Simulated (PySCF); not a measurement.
# `FCCCl`, C2H4ClF

Geometry:
```
atom   x (Å)   y (Å)   z (Å)
  F1  -1.586  -0.871  -0.166
  C2  -0.719   0.204  -0.200
  C3   0.654  -0.278   0.196
 Cl4   1.782   1.093   0.161
  H5  -0.712   0.611  -1.214
  H6  -1.083   0.966   0.494
  H7   1.020  -1.031  -0.501
  H8   0.651  -0.686   1.205
```

Theory: TDDFT CAM-B3LYP/aug-cc-pVTZ excited states, vertical, gas phase in PySCF. Geometry: PBE0-D3(BJ)/def2-TZVP.

(1) Give the one- and two-photon strengths of the lowest singlets.

Answers

(1) δ for parallel linear polarisation; σ at the peak of a Lorentzian of half width 0.1 eV, single beam; Ω is circular over linear.
| state | E (eV) | f | photon λ (nm) | δ (au) | σ (GM) | Ω | main |
| --- | --- | --- | --- | --- | --- | --- | --- |
| S1 | 7.36 | 0.003 | 337 | 1.46 | 0.03 | 1.50 | HOMO→LUMO+3 0.53, HOMO→LUMO+5 0.16 |
| S2 | 7.41 | 0.004 | 335 | 5.64 | 0.11 | 0.33 | HOMO−1→LUMO+3 0.52, HOMO−1→LUMO 0.14 |
| S3 | 7.82 | 0.023 | 317 | 24.3 | 0.54 | 1.50 | HOMO→LUMO 0.66, HOMO→LUMO+3 0.23 |
| S4 | 7.92 | 0.032 | 313 | 25.8 | 0.59 | 1.03 | HOMO−1→LUMO 0.65, HOMO−1→LUMO+3 0.26 |
| S5 | 8.59 | 0.018 | 289 | 23.3 | 0.63 | 1.50 | HOMO→LUMO+1 0.76 |
| S6 | 8.61 | 0.002 | 288 | 23.1 | 0.63 | 1.49 | HOMO→LUMO+2 0.52, HOMO−1→LUMO+1 0.35 |
